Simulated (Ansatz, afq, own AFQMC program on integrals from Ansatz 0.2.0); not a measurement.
# Where AFQMC and coupled cluster stand for HO⁻, triplet

```xyz
2

O     0.0000    0.0000    0.0000
H     0.0000    0.0000    0.7890
```

Basis aug-cc-pVDZ. Noble-gas cores (and the filled d shells of Ga–Kr and In–Xe) are frozen. AFQMC by an in-house program on the Cholesky factors that Ansatz 0.2.0 writes for its CCSD(T) run. ph-AFQMC/CISD is guided by a CISD state made of CCSD amplitudes; releasing the constraint for a short imaginary time cuts its bias at the price of noise, slowly where states lie close. Uncertainties: one standard error, sampling alone.

Determinant: UHF, the one that the program's search chose, which needn't be the lowest solution. The geometry is a point of a scan.

No full CI on the walks' own integrals is used here; CCSDT(Q) serves as the reference and is uncertain by about the last step of the cluster series.

Cautions: lower spins were not checked.

* T1 diagnostic: 0.0140
* weight of the determinant in the CISD state: 0.951
* ⟨S²⟩ of the determinant: 2.005
* size of the correlated space: 8 electrons in 31 orbitals

```tsv
level	correlation energy (eV)
MP2	-4.3048
CCSD	-4.7154
CCSD(T)	-4.8035
```

Problem. Estimate where phaseless AFQMC with the Hartree–Fock trial lies against CCSD(T) on the same integrals.

Solution. 48.9 ± 30.0 meV above CCSD(T). The gap is under twice the noise, so this walk alone can't tell the two apart.

Reference: CCSDT(Q), correlation energy -4.818 eV. The released energy is read at 2.40 1/Eh (meV from the phaseless value at times in 1/Eh: -1 ± 8 at 0.24, -1 ± 7 at 0.51, 2 ± 6 at 0.99, 3 ± 7 at 1.62, -6 ± 9 at 2.40).

```
         level  E − E(reference) (meV)  share of correlation (%)
       CCSD(T)                    14.2                     99.71
         CCSDT                     4.5                     99.91
   ph-AFQMC/HF             63.1 ± 30.0                     98.69
 ph-AFQMC/CISD              -1.2 ± 7.7                    100.02
released AFQMC              -6.8 ± 8.6                    100.14
```

A walk keeps the symmetry of its determinant, which the program's search chose and which needn't be the lowest solution, so a lower state of the same spin and another symmetry isn't excluded. Released energies are given only where the last usable release times agree within the noise; a slower fall can still hide under it.
